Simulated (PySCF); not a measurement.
C2H, SMILES [C]#C, multiplicity 2. Atoms are numbered in the order given.

```xyz
3

C      0.0000     0.0000     0.7281
C      0.0000     0.0000    -0.4720
H      0.0000     0.0000    -1.5363
```
Charge 0, spin multiplicity 2.

Coordinates come from a B3LYP-D3(BJ)/def2-TZVPD optimisation. The isomer is the one that the SMILES or the coordinates give; other isomers of the formula were not compared.

All values below come from CAM-B3LYP/def2-TZVPD (PySCF).

Mulliken values depend strongly on the basis, most of all with diffuse functions as here. ESP charges are fitted to the potential on shells at 1.4 to 2.0 van der Waals radii. Atomic charges (e):

```tsv
atom	meta-Löwdin	Mulliken	ESP fit	Mulliken spin
C1	0.02	-0.03	0.20	1.17
C2	-0.20	-0.28	-0.57	-0.18
H3	0.18	0.31	0.38	0.02
```
